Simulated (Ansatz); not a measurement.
# BHOSi: the cost of one run

The runs use Ansatz 0.2.0, Gaussian basis; def2-QZVPP, core rule «outside noble gas», up to 7 orbitals frozen.

To be run: UHF; ROHF; CCSD(T) on UHF.

2 further runs of the same task are left out: 2 set aside as unsound or not needed.

### 1 What is computed

The geometry is a PBE0/def2-TZVP stationary point (not a proven minimum) of the parent state, kept for this charge and spin.

4 atoms, charge 1, spin multiplicity 2.

Atoms are counted from 1 here; the program's logs count them from 0.

Bond lengths: B1–Si2 1.800 Å, B1–H4 1.175 Å, Si2–O3 1.513 Å. Angles: Si2–B1–H4 180.0°, B1–Si2–O3 180.0°.

### 2 UHF

in.yaml reads:

```yaml
crystal:
  periodic: [false, false, false]
  atoms:
    - {symbol: B, position_ang: [0.000000, 0.000000, 0.984275]}
    - {symbol: Si, position_ang: [0.000000, 0.000000, -0.815325]}
    - {symbol: O, position_ang: [0.000000, 0.000000, -2.328425]}
    - {symbol: H, position_ang: [0.000000, 0.000000, 2.159475]}
basis:
  gaussian: {orbitals: "def2-QZVPP.json"}
total_charge: 1
magnetization: {spin_polarized: true, initial_magnetization: 1}
hamiltonian: {xc: hf}
output: {orbitals: {seedname: orbitals}}
```

Launch:

```sh
> ansatz run in.yaml --threads 1 --pin off --events-out ev --progress --plain --max-ram 2393MiB
```

**Question.** How long does this run take on 1 thread of Arm Neoverse V1, shared host, and how much memory does it need?

About 39 s, with a peak of 0.49 GiB.
